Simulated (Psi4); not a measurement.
# SiH2ClO (SMILES O[SiH]Cl): U-wB97X/def2-TZVP

Aim: the vertical doublet–quartet gap of SiH2ClO at U-wB97X/def2-TZVP, from 2 runs. 

The calculation is run with Psi4 1.11.

3 further runs of the same task are left out: 1 that didn't finish, 2 set aside as unsound or not needed.

## Step 1: Starting point

SiH2ClO: 5 atoms, total charge 0, spin state doublet. SMILES: `O[SiH]Cl`. The shape is that of a PBE0-D4/def2-TZVP optimisation. This is one conformer, not always the lowest.

Bond lengths: O1–Si2 1.639 Å, Si2–Cl3 2.065 Å, O1–H4 0.959 Å, Si2–H5 1.488 Å. Angles: O1–Si2–Cl3 111.1°, O1–Si2–H5 105.3°, Cl3–Si2–H5 108.3°, Si2–O1–H4 118.3°.

## Step 2: Energy and forces at U-wB97X/def2-TZVP

clh2osi.py

```python
import psi4

psi4.set_memory(1600000000)
psi4.set_num_threads(1)
psi4.core.set_output_file('run.log', False)

geom = psi4.geometry("""
0 2
O     -0.806100    -0.432000    -0.746500
Si    -0.092300     0.479800     0.414000
Cl     1.606600    -0.440800     1.143600
H     -1.024100    -1.343200    -0.540000
H      0.316000     1.736300    -0.271100
symmetry c1
no_reorient
no_com
""")

psi4.set_options({
    'reference': 'uks',
    'puream': True,
    'e_convergence': 1e-09,
    'd_convergence': 1e-08,
    'scf_type': 'pk',
    'dft_radial_points': 99,
    'dft_spherical_points': 590,
    'maxiter': 200,
})

e, wfn = psi4.gradient("wb97x/def2-TZVP", return_wfn=True)
print('gradient / Eh bohr^-1')
print(e.np.round(6))
print(f'energy = {wfn.energy():.10f} Eh')
for k, v in sorted(psi4.core.scalar_variables().items()):
    print(f'{k:45s} {v:18.10f}')
```

Launch:

```bash
$ python clh2osi.py
```

run.log:

```text
[...]
  Running in c1 symmetry.
[...]
  Nuclear repulsion =  141.009384922701543
[...]
  Multiplicity = 2
[...]
  Nalpha       = 21
  Nbeta        = 20
[...]
    Number of basis functions: 117
[...]
   @UKS iter   1:  -826.04579018565244   -4.05643e-01   5.81565e-03 ADIIS/DIIS
[...]
   @UKS iter  13:  -826.19389053869531   -1.29603e-11   5.73525e-09 DIIS
[...]
   @S^2 Observed:                7.523337749E-01
[...]
    Orbital Energies [Eh]
    ---------------------
    Alpha Occupied:
       1A   -101.492923     2A    -66.173272     3A    -19.223068
       4A     -9.544116     5A     -7.302466     6A     -7.297400
       7A     -7.297035     8A     -5.428218     9A     -3.785699
      10A     -3.784465    11A     -3.781997    12A     -1.159387
      13A     -0.959094    14A     -0.701208    15A     -0.589737
      16A     -0.527268    17A     -0.505372    18A     -0.479692
      19A     -0.444281    20A     -0.436400    21A     -0.311611
    Alpha Virtual:
      22A      0.081838    23A      0.101546    24A      0.150486
      25A      0.154574    26A      0.237534    27A      0.242050
[...]
  @UKS Final Energy:  -826.19389053869531
   => Energetics <=
    Nuclear Repulsion Energy =            141.0093849227015426
    One-Electron Energy =               -1422.4782491882458544
    Two-Electron Energy =                 499.3266896866099955
    DFT Exchange-Correlation Energy =     -44.0517159597612249
    Empirical Dispersion Energy =           0.0000000000000000
    VV10 Nonlocal Energy =                  0.0000000000000000
    Total Energy =                       -826.1938905386953138
[...]
 Multipole Moments:
 ------------------------------------------------------------------------------------
     Multipole            Electronic (a.u.)      Nuclear  (a.u.)        Total (a.u.)
 ------------------------------------------------------------------------------------
 L = 1.  Multiply by 2.5417464519 to convert [e a0] to [Debye]
 Dipole X            :        -36.0882931           35.6460929           -0.4422002
 Dipole Y            :          6.9989425           -7.2552255           -0.2562830
 Dipole Z            :        -34.8274444           34.8731949            0.0457505
 Magnitude           :                                                    0.5131424
[...]
  -Total Gradient:
     Atom            X                  Y                   Z
    ------   -----------------  -----------------  -----------------
       1        0.000283750396     0.001913342697    -0.000679329808
       2       -0.001442413070    -0.002013333998     0.000275545050
       3        0.000834314282    -0.000314791616     0.000423119530
       4        0.000017567215    -0.000794359535     0.000862838635
       5        0.000293287933     0.001100491264    -0.000864256178
[...]
```

On the terminal:

```text
Memory set to   1.490 GiB by Python driver.
  Threads set to 1 by Python driver.
gradient / Eh bohr^-1
[[ 2.840e-04  1.913e-03 -6.790e-04]
 [-1.442e-03 -2.013e-03  2.760e-04]
 [ 8.340e-04 -3.150e-04  4.230e-04]
 [ 1.800e-05 -7.940e-04  8.630e-04]
 [ 2.930e-04  1.100e-03 -8.640e-04]]
energy = -826.1938905387 Eh
CURRENT ENERGY                                   -826.1938905387
CURRENT REFERENCE ENERGY                         -826.1938905387
DD SOLVATION ENERGY                                 0.0000000000
DFT FUNCTIONAL TOTAL ENERGY                      -826.1938905387
DFT TOTAL ENERGY                                 -826.1938905387
DFT VV10 ENERGY                                     0.0000000000
DFT XC ENERGY                                     -44.0517159598
GRID ELECTRONS ALPHA                               21.0000004404
GRID ELECTRONS BETA                                20.0000004513
GRID ELECTRONS TOTAL                               41.0000008917
NUCLEAR REPULSION ENERGY                          141.0093849227
ONE-ELECTRON ENERGY                             -1422.4782491882
PCM POLARIZATION ENERGY                             0.0000000000
PE ENERGY                                           0.0000000000
SCF ITERATION ENERGY                             -826.1938905387
SCF ITERATIONS                                     13.0000000000
SCF TOTAL ENERGY                                 -826.1938905387
TWO-ELECTRON ENERGY                               499.3266896866
XC GRID RADIAL POINTS                              99.0000000000
XC GRID SPHERICAL POINTS                          590.0000000000
XC GRID TOTAL POINTS                           278826.0000000000
```

It took 56 s on 1 thread of Intel Xeon Platinum 8488C (Sapphire Rapids), shared host; peak memory 0.87 GiB.

## Step 3: The quartet: a single-point energy at U-wB97X/def2-TZVP

calc.in

```
memory 1.6 GB

molecule m {
  0 4
  O
  Si 1 1.639405
  Cl 2 2.06545 1 111.11785
  H 1 0.959402 2 118.3467 3 53.91755
  H 2 1.488242 1 105.25757 4 170.88166
  symmetry c1
  no_reorient
  no_com
}

set {
  basis                def2-TZVP
  reference            uks
  puream               true
  e_convergence        1e-09
  d_convergence        1e-08
  scf_type             pk
  dft_radial_points    99
  dft_spherical_points 590
  maxiter              200
}

E, wfn = energy('wb97x', return_wfn=True)
oeprop(wfn, 'DIPOLE', 'MAYER_INDICES', 'MULLIKEN_CHARGES', title='WB97X')
print_variables()
```

Launch:

```bash
$ psi4 -i calc.in -o calc.out -n 1
```

calc.out:

```text
[...]
  Running in c1 symmetry.
[...]
  Nuclear repulsion =  141.009374423759937
[...]
  Multiplicity = 4
[...]
  Nalpha       = 22
  Nbeta        = 19
[...]
    Number of basis functions: 117
[...]
   @UKS iter   1:  -825.65308708713144   -1.29402e-02   6.55374e-03 DIIS/ADIIS
[...]
   @UKS iter  50:  -825.88540218561116   -1.15506e-10   8.65628e-09 DIIS
[...]
   @S^2 Observed:                3.759285339E+00
[...]
    Orbital Energies [Eh]
    ---------------------
    Alpha Occupied:
       1A   -101.612952     2A    -66.148891     3A    -19.238351
       4A     -9.658999     5A     -7.426174     6A     -7.412578
       7A     -7.408715     8A     -5.405162     9A     -3.764682
      10A     -3.761315    11A     -3.757545    12A     -1.176035
      13A     -1.061739    14A     -0.711798    15A     -0.632467
      16A     -0.584124    17A     -0.546670    18A     -0.527385
      19A     -0.511177    20A     -0.492796    21A     -0.312881
      22A     -0.134550
    Alpha Virtual:
      23A      0.085089    24A      0.129056    25A      0.142642
[...]
  @UKS Final Energy:  -825.88540218561116
   => Energetics <=
    Nuclear Repulsion Energy =            141.0093744237599367
    One-Electron Energy =               -1420.7372285350515995
    Two-Electron Energy =                 497.8318268002992113
    DFT Exchange-Correlation Energy =     -43.9893748746186475
    Empirical Dispersion Energy =           0.0000000000000000
    VV10 Nonlocal Energy =                  0.0000000000000000
    Total Energy =                       -825.8854021856110421
[...]
 Multipole Moments:
 ------------------------------------------------------------------------------------
     Multipole            Electronic (a.u.)      Nuclear  (a.u.)        Total (a.u.)
 ------------------------------------------------------------------------------------
 L = 1.  Multiply by 2.5417464519 to convert [e a0] to [Debye]
 Dipole X            :         -0.6035349            0.5526317           -0.0509032
 Dipole Y            :         -3.6530980            2.7267341           -0.9263639
 Dipole Z            :          2.4905640           -2.2625408            0.2280232
 Magnitude           :                                                    0.9553720
[...]
  Mulliken Charges: (a.u.)
   Center  Symbol    Alpha    Beta     Spin     Total
       1     O     4.24090  3.99774  0.24316 -0.23864
       2    SI     7.98365  6.27154  1.71211 -0.25519
       3    CL     8.80111  7.95061  0.85050  0.24828
       4     H     0.44775  0.32694  0.12082  0.22531
       5     H     0.52659  0.45317  0.07342  0.02024
   Total alpha = 22.00000, Total beta = 19.00000, Total charge =  0.00000
  Mayer Bond Indices:
  Total Bond Index:
[...]
```

Run time: 98 s. Hardware: 1 thread of Intel Xeon Platinum 8488C (Sapphire Rapids), shared host; peak memory 0.87 GiB.

## Step 4: Summary of results

At U-wB97X/def2-TZVP:

| quantity | value |
| --- | --- |
| doublet: total energy | -826.19389 Eh |
| doublet: dipole moment | 1.30 D |
| doublet: HOMO energy (highest over α and β) | -8.48 eV |
| doublet: LUMO energy (lowest over α and β) | -1.04 eV |
| doublet: ⟨S²⟩ | 0.752 |
| doublet: largest force on an atom | 0.128 eV/Å |
| quartet: total energy | -825.88540 Eh |
| quartet: dipole moment | 2.43 D |
| quartet: HOMO energy (highest over α and β) | -3.66 eV |
| quartet: ⟨S²⟩ | 3.759 |
| vertical energy of the quartet above the doublet | 8.394 eV |

What this shows: At this shape the quartet lies 8.39 eV (194 kcal/mol) above the doublet. Mulliken charges (quartet) run from -0.26 on Si2 to +0.25 on Cl3; they depend strongly on the basis.
